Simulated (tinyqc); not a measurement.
Worked calculation (part 1 of 2): UHF in the sto-3g basis, for OH+, spin multiplicity 3. Computed by tinyqc, a small Python program that keeps every step (integrals from PySCF). Settings: charge = 1, multiplicity = 3, basis = sto-3g, energy threshold = 1e-08, iteration cap = 51, orthogonalisation = symmetric, start = random, DIIS depth = 8, shift = 1.0, method = UHF. Command: `OMP_NUM_THREADS=1 python tinyqc.py 24482 24483 out.jsonl` (the two numbers bound the seeds that draw the settings). One thread of a shared host (Intel(R) Xeon(R) Processor @ 2.60GHz), about 0.1 s of CPU time with the checks. Later iterations appear only in the table of the cycle.

## One-electron integrals

Geometry (angstrom):
```
atom         x         y         z
O     0.000000  0.000000  0.000000
H     0.000000  0.000000  1.028000
```

Basis sto-3g: exponents (1/bohr^2) and contraction coefficients of normalised primitives:
```
element  l (shell)    exponent  coefficient
O            s (1)  130.709320     0.154329
O            s (1)   23.808861     0.535328
O            s (1)    6.443608     0.444635
O            s (2)    5.033151    -0.099967
O            s (2)    1.169596     0.399513
O            s (2)    0.380389     0.700115
O            p (3)    5.033151     0.155916
O            p (3)    1.169596     0.607684
O            p (3)    0.380389     0.391957
H            s (1)    3.425251     0.154329
H            s (1)    0.623914     0.535328
H            s (1)    0.168855     0.444635
```

Overlap, kinetic and nuclear-attraction integrals over the contracted functions; the nuclear repulsion is the sum of Za Zb / Rab.

nuclear repulsion = 4.11811059 hartree

overlap S, lower triangle:
```
           1O 1s     1O 2s    1O 2px    1O 2py    1O 2pz     2H 1s
1O 1s   1.000000
1O 2s   0.236704  1.000000
1O 2px  0.000000  0.000000  1.000000
1O 2py  0.000000  0.000000  0.000000  1.000000
1O 2pz  0.000000  0.000000  0.000000  0.000000  1.000000
2H 1s   0.045602  0.429536  0.000000  0.000000  0.367898  1.000000
```

kinetic energy T (hartree), lower triangle:
```
            1O 1s     1O 2s    1O 2px    1O 2py    1O 2pz     2H 1s
1O 1s   29.003200
1O 2s   -0.168011  0.808128
1O 2px   0.000000  0.000000  2.528731
1O 2py   0.000000  0.000000  0.000000  2.528731
1O 2pz   0.000000  0.000000  0.000000  0.000000  2.528731
2H 1s   -0.006413  0.097249  0.000000  0.000000  0.232733  0.760032
```

nuclear attraction V (hartree), lower triangle:
```
             1O 1s      1O 2s     1O 2px     1O 2py     1O 2pz      2H 1s
1O 1s   -61.133219
1O 2s    -7.304926  -9.562357
1O 2px    0.000000   0.000000  -9.454122
1O 2py    0.000000   0.000000   0.000000  -9.454122
1O 2pz   -0.013459  -0.161879   0.000000   0.000000  -9.560169
2H 1s    -1.445429  -3.217815   0.000000   0.000000  -2.483074  -5.231357
```

core Hamiltonian H = T + V (hartree), lower triangle:
```
             1O 1s      1O 2s     1O 2px     1O 2py     1O 2pz      2H 1s
1O 1s   -32.130019
1O 2s    -7.472937  -8.754229
1O 2px    0.000000   0.000000  -6.925390
1O 2py    0.000000   0.000000   0.000000  -6.925390
1O 2pz   -0.013459  -0.161879   0.000000   0.000000  -7.031438
2H 1s    -1.451842  -3.120566   0.000000   0.000000  -2.250341  -4.471325
```

## Two-electron integrals

Functions are numbered as in S; the eight-fold symmetry (ij|kl) = (ji|kl) = (kl|ij) leaves the list below.

Two-electron integrals (ij|kl) in chemists' order, unique and non-zero (hartree):
```
(11|11) 4.785065   (21|11) 0.741380   (21|21) 0.136873   (22|11) 1.118947
(22|21) 0.256633   (22|22) 0.817206   (31|31) 0.024477   (32|31) 0.037809
(32|32) 0.180518   (33|11) 1.115814   (33|21) 0.256684   (33|22) 0.817023
(33|33) 0.880159   (41|41) 0.024477   (42|41) 0.037809   (42|42) 0.180518
(43|43) 0.047444   (44|11) 1.115814   (44|21) 0.256684   (44|22) 0.817023
(44|33) 0.785270   (44|44) 0.880159   (51|51) 0.024477   (52|51) 0.037809
(52|52) 0.180518   (53|53) 0.047444   (54|54) 0.047444   (55|11) 1.115814
(55|21) 0.256684   (55|22) 0.817023   (55|33) 0.785270   (55|44) 0.785270
(55|55) 0.880159   (61|11) 0.144845   (61|21) 0.026520   (61|22) 0.049419
(61|33) 0.049323   (61|44) 0.049323   (61|51) 0.001224   (61|52) 0.002294
(61|55) 0.049618   (61|61) 0.005205   (62|11) 0.356621   (62|21) 0.082836
(62|22) 0.292559   (62|33) 0.287553   (62|44) 0.287553   (62|51) 0.006224
(62|52) 0.047789   (62|55) 0.302289   (62|61) 0.016369   (62|62) 0.130278
(63|31) 0.008616   (63|32) 0.050344   (63|53) 0.009898   (63|63) 0.018447
(64|41) 0.008616   (64|42) 0.050344   (64|54) 0.009898   (64|64) 0.018447
(65|11) 0.258642   (65|21) 0.060848   (65|22) 0.229457   (65|33) 0.219074
(65|44) 0.219074   (65|51) 0.012618   (65|52) 0.085780   (65|55) 0.249966
(65|61) 0.012549   (65|62) 0.124120   (65|65) 0.135332   (66|11) 0.500062
(66|21) 0.118041   (66|22) 0.478472   (66|33) 0.459202   (66|44) 0.459202
(66|51) 0.011371   (66|52) 0.120765   (66|55) 0.516411   (66|61) 0.023527
(66|62) 0.269615   (66|65) 0.293198   (66|66) 0.774606
```

## Orthogonalisation

S = U s U^T; symmetric (Loewdin) form X = U s^(-1/2) U^T, so that X^T S X = 1.

eigenvalues of S: 0.417139  0.839510  1.000000  1.000000  1.132774  1.610577

X, lower triangle:
```
            1O 1s      1O 2s    1O 2px    1O 2py     1O 2pz     2H 1s
1O 1s    1.023008
1O 2s   -0.132113   1.117489
1O 2px   0.000000   0.000000  1.000000
1O 2py   0.000000   0.000000  0.000000  1.000000
1O 2pz  -0.007864   0.080089  0.000000  0.000000   1.067116
2H 1s    0.022522  -0.278286  0.000000  0.000000  -0.234018  1.159648
```

## Starting guess

The start is random orthonormal orbitals; D(s) = C_occ C_occ^T for each spin.

D(alpha) at the start, lower triangle:
```
            1O 1s      1O 2s     1O 2px     1O 2py     1O 2pz     2H 1s
1O 1s    1.060027
1O 2s   -0.321410   1.128385
1O 2px   0.039572   0.276540   0.655066
1O 2py  -0.024560  -0.171630   0.214077   0.867137
1O 2pz  -0.006987   0.417934  -0.220537   0.136873   1.058975
2H 1s    0.066681  -0.802737   0.183760  -0.114048  -0.426079  1.379602
```

D(beta) at the start, lower triangle:
```
            1O 1s      1O 2s    1O 2px    1O 2py     1O 2pz     2H 1s
1O 1s    0.486410
1O 2s   -0.189783   1.090913
1O 2px  -0.065194   0.254947  0.349404
1O 2py  -0.460557  -0.077818  0.095293  0.530392
1O 2pz  -0.173910   0.528557  0.203059  0.072046   0.290779
2H 1s    0.284870  -0.855914  0.204085  0.049126  -0.331642  1.295278
```

## Iteration 1: building the Fock matrix

J_ij = sum D_kl (ij|kl) with D = D(alpha) + D(beta), K_ij = sum D_kl (ik|jl) for each spin; F = H + J - K(s); E = tr D H + tr D J / 2 - 0.5 sum_s tr D(s) K(s) + E_nn.

Coulomb J (hartree), lower triangle:
```
            1O 1s      1O 2s    1O 2px     1O 2py    1O 2pz     2H 1s
1O 1s   13.175831
1O 2s    2.506511   6.343261
1O 2px   0.045618   0.229000  6.294870
1O 2py  -0.043730  -0.133280  0.029356   6.332167
1O 2pz   0.054222   0.364158  0.006019   0.018539  6.385172
2H 1s    0.489177   2.415435  0.067036  -0.031735  2.044683  4.488827
```

exchange K(alpha) (hartree), lower triangle:
```
            1O 1s      1O 2s     1O 2px     1O 2py    1O 2pz     2H 1s
1O 1s    4.796231
1O 2s    0.707757   1.048554
1O 2px   0.137210   0.349606   0.810620
1O 2py  -0.085157  -0.216977   0.178265   0.987214
1O 2pz   0.072548   0.202653  -0.141569   0.087862  1.047282
2H 1s    0.124620   0.386542   0.133011  -0.082551  0.425831  0.806040
```

exchange K(beta) (hartree), lower triangle:
```
            1O 1s      1O 2s    1O 2px     1O 2py    1O 2pz     2H 1s
1O 1s    2.267128
1O 2s    0.460828   0.755412
1O 2px   0.012564   0.304081  0.477032
1O 2py  -0.545239  -0.196657  0.079352   0.627744
1O 2pz  -0.027054   0.289920  0.215820   0.071242  0.362001
2H 1s    0.141048   0.297015  0.226344  -0.013017  0.287640  0.681593
```

F(alpha) (hartree), lower triangle:
```
             1O 1s      1O 2s     1O 2px     1O 2py     1O 2pz      2H 1s
1O 1s   -23.750419
1O 2s    -5.674183  -3.459523
1O 2px   -0.091591  -0.120605  -1.441140
1O 2py    0.041427   0.083697  -0.148909  -1.580437
1O 2pz   -0.031785  -0.000374   0.147588  -0.069323  -1.693548
2H 1s    -1.087285  -1.091674  -0.065975   0.050816  -0.631489  -0.788538
```

F(beta) (hartree), lower triangle:
```
             1O 1s      1O 2s     1O 2px     1O 2py     1O 2pz      2H 1s
1O 1s   -21.221316
1O 2s    -5.427254  -3.166381
1O 2px    0.033054  -0.075080  -1.107553
1O 2py    0.501509   0.063378  -0.049996  -1.220968
1O 2pz    0.067817  -0.087640  -0.209800  -0.052703  -1.008267
2H 1s    -1.103713  -1.002146  -0.159308  -0.018718  -0.493298  -0.664091
```

total energy of this density = -60.47291067 hartree

## Iteration 1: diagonalisation and new density

A level shift of 1 hartree raises the virtual space: F + shift (S - S D(s) S), with D(s) the density of one spin. Diagonalise F' = X^T F X, C = X C', fill 5 alpha and 3 beta electrons from the bottom; D(s) = C_occ C_occ^T. Each column has its largest component positive (the first on a tie).

F' = X^T F X (alpha) (hartree), lower triangle:
```
            1          2          3          4          5          6
1  -23.409970
2   -2.550724  -2.209631
3   -0.154461  -0.410850  -1.096206
4    0.078969   0.265946  -0.362987  -1.447574
5   -0.091132  -0.115933   0.351099  -0.195614  -1.533923
6   -0.123493  -0.164658  -0.275209   0.174228  -0.384141  -0.260174
```

orbital energies (alpha) (hartree): MO1 -23.716228, MO2 -2.120827, MO3 -1.756405, MO4 -1.669843, MO5 -0.752693, MO6 0.058517

coefficients C (alpha):
```
              MO1        MO2        MO3        MO4        MO5        MO6
1O 1s    1.000276  -0.232203  -0.029035  -0.012521   0.095185   0.006046
1O 2s   -0.000618   0.991587   0.129080   0.051696  -0.560063  -0.183964
1O 2px   0.008852   0.309619  -0.378869   0.456262   0.631615  -0.391668
1O 2py  -0.004795  -0.215926  -0.050818   0.858250  -0.394344   0.242219
1O 2pz   0.005112   0.036150   0.928731   0.233109   0.042819  -0.529084
2H 1s   -0.004302  -0.094313  -0.032122  -0.007882   0.661878   1.014598
```

F' = X^T F X (beta) (hartree), lower triangle:
```
            1          2          3          4          5          6
1  -20.297076
2   -2.735700  -1.905434
3    0.073967  -0.340810  -0.456957
4    0.970709   0.126460  -0.145289  -0.751360
5    0.142739  -0.328345  -0.425677  -0.132410  -0.122793
6   -0.377337  -0.098678  -0.404810  -0.054599  -0.325142  -0.098492
```

orbital energies (beta) (hartree): MO1 -20.750920, MO2 -1.803325, MO3 -0.903825, MO4 -0.566689, MO5 0.143238, MO6 0.249410

coefficients C (beta):
```
              MO1        MO2        MO3        MO4        MO5        MO6
1O 1s    0.992413  -0.229331   0.159508  -0.027554   0.007023  -0.028971
1O 2s    0.024591   0.926189  -0.600461   0.341264   0.056581  -0.106981
1O 2px  -0.001264   0.381849   0.444750  -0.393241   0.704627  -0.072461
1O 2py  -0.048863   0.109268   0.605106   0.785749   0.002008   0.045989
1O 2pz  -0.005495   0.360494   0.186295  -0.140931  -0.482576  -0.884616
2H 1s    0.004794  -0.104271   0.488455  -0.416078  -0.386123   0.951737
```

D(alpha) after iteration 1, lower triangle:
```
            1O 1s      1O 2s     1O 2px     1O 2py     1O 2pz     2H 1s
1O 1s    1.064531
1O 2s   -0.288572   1.316250
1O 2px   0.002368  -0.072053   0.846596
1O 2py  -0.001464   0.044559   0.094869   0.941330
1O 2pz  -0.029089   0.143793  -0.207226   0.128154   0.920047
2H 1s    0.081629  -0.468764   0.397386  -0.245755  -0.006760  0.448089
```

D(beta) after iteration 1, lower triangle:
```
            1O 1s      1O 2s    1O 2px    1O 2py    1O 2pz     2H 1s
1O 1s    1.062919
1O 2s   -0.283778   1.218985
1O 2px  -0.017883   0.086579  0.343612
1O 2py   0.022969  -0.263342  0.310906  0.380480
1O 2pz  -0.058410   0.221887  0.220516  0.152387  0.164692
2H 1s    0.106582  -0.389755  0.177418  0.283939  0.053381  0.249483
```

## Iteration 2: building the Fock matrix

As before.

Coulomb J (hartree), lower triangle:
```
            1O 1s      1O 2s    1O 2px     1O 2py    1O 2pz     2H 1s
1O 1s   15.996572
1O 2s    2.950193   6.968610
1O 2px   0.010243   0.061947  6.954301
1O 2py  -0.014833  -0.073518  0.038504   6.966788
1O 2pz   0.022250   0.136456  0.012640   0.027376  6.961890
2H 1s    0.573705   2.471801  0.022665  -0.014696  1.953069  4.055401
```

exchange K(alpha) (hartree), lower triangle:
```
            1O 1s      1O 2s     1O 2px     1O 2py    1O 2pz     2H 1s
1O 1s    4.913509
1O 2s    0.843562   1.359050
1O 2px   0.004505   0.063098   1.037634
1O 2py  -0.002786  -0.039021   0.078999   1.116520
1O 2pz   0.005992   0.063378  -0.081569   0.050445  1.115358
2H 1s    0.170378   0.426877   0.118153  -0.073069  0.377548  0.454229
```

exchange K(beta) (hartree), lower triangle:
```
            1O 1s      1O 2s    1O 2px    1O 2py    1O 2pz     2H 1s
1O 1s    4.865599
1O 2s    0.771917   0.983645
1O 2px   0.015384   0.141048  0.521159
1O 2py  -0.034910  -0.159988  0.258896  0.551859
1O 2pz   0.008280   0.154912  0.224251  0.191909  0.400191
2H 1s    0.162839   0.313092  0.163454  0.082864  0.202988  0.263712
```

F(alpha) (hartree), lower triangle:
```
             1O 1s      1O 2s     1O 2px     1O 2py     1O 2pz      2H 1s
1O 1s   -21.046956
1O 2s    -5.366306  -3.144670
1O 2px    0.005738  -0.001150  -1.008724
1O 2py   -0.012047  -0.034496  -0.040496  -1.075122
1O 2pz    0.002799  -0.088801   0.094209  -0.023069  -1.184906
2H 1s    -1.048515  -1.075643  -0.095488   0.058373  -0.674821  -0.870153
```

F(beta) (hartree), lower triangle:
```
             1O 1s      1O 2s     1O 2px     1O 2py     1O 2pz      2H 1s
1O 1s   -20.999046
1O 2s    -5.294661  -2.769265
1O 2px   -0.005141  -0.079101  -0.492249
1O 2py    0.020077   0.086470  -0.220392  -0.510461
1O 2pz    0.000512  -0.180335  -0.211611  -0.164533  -0.469738
2H 1s    -1.040977  -0.961857  -0.140789  -0.097560  -0.500260  -0.679636
```

total energy of this density = -73.44969088 hartree

## Iteration 2: DIIS over 2 matrices

error matrix X^T (FDS - SDF) X (alpha):
```
           1          2          3          4          5          6
1   0.000000   0.012795  -0.061957   0.038442  -0.048854   0.128441
2  -0.012795   0.000000  -0.167406   0.102318  -0.152792   0.373840
3   0.061957   0.167406   0.000000   0.007509   0.100676  -0.129765
4  -0.038442  -0.102318  -0.007509   0.000000  -0.068387   0.096081
5   0.048854   0.152792  -0.100676   0.068387   0.000000   0.106387
6  -0.128441  -0.373840   0.129765  -0.096081  -0.106387   0.000000
```

B (overlaps of the stored error matrices):
```
               1              2
1  2.3848239e+02  1.5423839e+01
2  1.5423839e+01  2.1389311e+00
```

Minimise |sum c_i e_i|^2 with sum c_i = 1: solve [B -1; -1 0][c; lambda] = [0; -1] with B_ij = tr e_i^T e_j summed over both spins, and take F = sum c_i F_i.

DIIS coefficients: -0.063330  1.063330

extrapolated F(alpha) (hartree), lower triangle:
```
             1O 1s      1O 2s     1O 2px     1O 2py     1O 2pz      2H 1s
1O 1s   -20.875747
1O 2s    -5.346808  -3.124730
1O 2px    0.011902   0.006415  -0.981339
1O 2py   -0.015433  -0.041981  -0.033630  -1.043121
1O 2pz    0.004989  -0.094401   0.090829  -0.020139  -1.152694
2H 1s    -1.046060  -1.074627  -0.097357   0.058852  -0.677565  -0.875321
```

extrapolated F(beta) (hartree), lower triangle:
```
             1O 1s      1O 2s     1O 2px     1O 2py     1O 2pz      2H 1s
1O 1s   -20.984969
1O 2s    -5.286264  -2.744116
1O 2px   -0.007560  -0.079356  -0.453281
1O 2py   -0.010412   0.087932  -0.231184  -0.465465
1O 2pz   -0.003751  -0.186205  -0.211725  -0.171615  -0.435633
2H 1s    -1.037004  -0.959306  -0.139617  -0.102553  -0.500701  -0.680620
```

## Iteration 2: diagonalisation and new density

As before.

F' = X^T F X (alpha) (hartree), lower triangle:
```
            1          2          3          4          5         6
1  -20.498983
2   -2.683371  -2.154255
3    0.010996   0.015239  -0.827935
4   -0.010350  -0.047575  -0.128499  -0.984451
5   -0.009500  -0.003097   0.245272  -0.115897  -0.914439
6   -0.152879  -0.330198  -0.459080   0.284300  -0.686818  0.250367
```

orbital energies (alpha) (hartree): MO1 -20.885321, MO2 -1.831544, MO3 -1.214653, MO4 -1.051236, MO5 -0.978553, MO6 0.831613

coefficients C (alpha):
```
              MO1        MO2        MO3        MO4        MO5        MO6
1O 1s    0.994049  -0.266300   0.048006   0.012462   0.035001   0.042827
1O 2s    0.025333   1.047573  -0.232573  -0.044752  -0.222401  -0.382735
1O 2px  -0.000441   0.044260  -0.193114   0.334013   0.869314  -0.305739
1O 2py   0.000722   0.012145  -0.117292   0.923225  -0.317670   0.181206
1O 2pz   0.002271   0.179417   0.858148   0.190510  -0.109386  -0.618955
2H 1s   -0.006525  -0.075708   0.239106  -0.028014   0.454198   1.098851
```

F' = X^T F X (beta) (hartree), lower triangle:
```
            1          2          3          4          5         6
1  -20.622026
2   -2.651637  -1.705923
3    0.006876  -0.182368   0.203106
4   -0.017278   0.305719  -0.542089   0.154055
5    0.007736  -0.202014  -0.448125  -0.362076   0.522715
6   -0.189318  -0.344315  -0.321685  -0.344922  -0.549787  0.549171
```

orbital energies (beta) (hartree): MO1 -20.989324, MO2 -1.499217, MO3 -0.908249, MO4 0.626209, MO5 0.765716, MO6 1.105965

coefficients C (beta):
```
              MO1        MO2        MO3        MO4        MO5        MO6
1O 1s    0.995587  -0.253395   0.068874   0.041890  -0.042542   0.029278
1O 2s    0.018666   1.010717  -0.351353  -0.287857   0.160306  -0.310140
1O 2px   0.001020   0.182949   0.523140  -0.528181  -0.619450   0.173666
1O 2py  -0.000938  -0.026257   0.598836  -0.307583   0.732172  -0.100108
1O 2pz   0.001873   0.225765   0.341355   0.389255  -0.231920  -0.909492
2H 1s   -0.003282  -0.051736   0.389554   0.608172   0.068182   0.973928
```

D(alpha) after iteration 2, lower triangle:
```
            1O 1s      1O 2s     1O 2px     1O 2py    1O 2pz     2H 1s
1O 1s    1.062733
1O 2s   -0.273293   1.203607
1O 2px   0.013094  -0.117017   0.906524
1O 2py  -0.007761   0.069354   0.055402   0.967165
1O 2pz  -0.005780   0.004229  -0.189238   0.112158  0.816872
2H 1s    0.040702  -0.234845   0.335961  -0.199118  0.136571  0.270026
```

D(beta) after iteration 2, lower triangle:
```
            1O 1s      1O 2s    1O 2px    1O 2py    1O 2pz     2H 1s
1O 1s    1.060146
1O 2s   -0.261726   1.145347
1O 2px  -0.009312   0.001122  0.307146
1O 2py   0.046964  -0.236959  0.308470  0.359295
1O 2pz  -0.031832   0.108283  0.219882  0.198486  0.167497
2H 1s    0.036672  -0.189222  0.194323  0.234641  0.121290  0.154440
```

## Iteration 3: building the Fock matrix

As before.

Coulomb J (hartree), lower triangle:
```
            1O 1s      1O 2s    1O 2px     1O 2py    1O 2pz     2H 1s
1O 1s   15.991445
1O 2s    2.950236   6.980905
1O 2px   0.000559   0.011837  6.967717
1O 2py  -0.010143  -0.053971  0.034527   6.978420
1O 2pz   0.012911   0.093100  0.013405   0.030180  6.973722
2H 1s    0.573129   2.464398  0.008566  -0.008740  1.934748  4.015235
```

exchange K(alpha) (hartree), lower triangle:
```
            1O 1s      1O 2s     1O 2px     1O 2py    1O 2pz     2H 1s
1O 1s    4.911694
1O 2s    0.845413   1.392042
1O 2px  -0.000064   0.000647   1.089888
1O 2py   0.000038  -0.000384   0.046134   1.140385
1O 2pz   0.002292   0.026652  -0.080656   0.047803  1.096051
2H 1s    0.172775   0.478130   0.078360  -0.046442  0.392154  0.463934
```

exchange K(beta) (hartree), lower triangle:
```
            1O 1s      1O 2s    1O 2px    1O 2py    1O 2pz     2H 1s
1O 1s    4.863657
1O 2s    0.775341   1.024367
1O 2px   0.000971   0.064038  0.495075
1O 2py  -0.002636  -0.143262  0.256867  0.538500
1O 2pz   0.002660   0.114879  0.227593  0.219008  0.441957
2H 1s    0.154631   0.365593  0.143004  0.080177  0.221180  0.297652
```

F(alpha) (hartree), lower triangle:
```
             1O 1s      1O 2s     1O 2px     1O 2py     1O 2pz      2H 1s
1O 1s   -21.050268
1O 2s    -5.368114  -3.165366
1O 2px    0.000623   0.011190  -1.047562
1O 2py   -0.010181  -0.053587  -0.011606  -1.087355
1O 2pz   -0.002840  -0.095430   0.094061  -0.017623  -1.153767
2H 1s    -1.051488  -1.134297  -0.069794   0.037702  -0.707747  -0.920024
```

F(beta) (hartree), lower triangle:
```
             1O 1s      1O 2s     1O 2px     1O 2py     1O 2pz      2H 1s
1O 1s   -21.002231
1O 2s    -5.298042  -2.797691
1O 2px   -0.000412  -0.052201  -0.452748
1O 2py   -0.007507   0.089291  -0.222340  -0.485471
1O 2pz   -0.003208  -0.183658  -0.214188  -0.188828  -0.499673
2H 1s    -1.033344  -1.021761  -0.134438  -0.088917  -0.536773  -0.753741
```

total energy of this density = -73.76717415 hartree
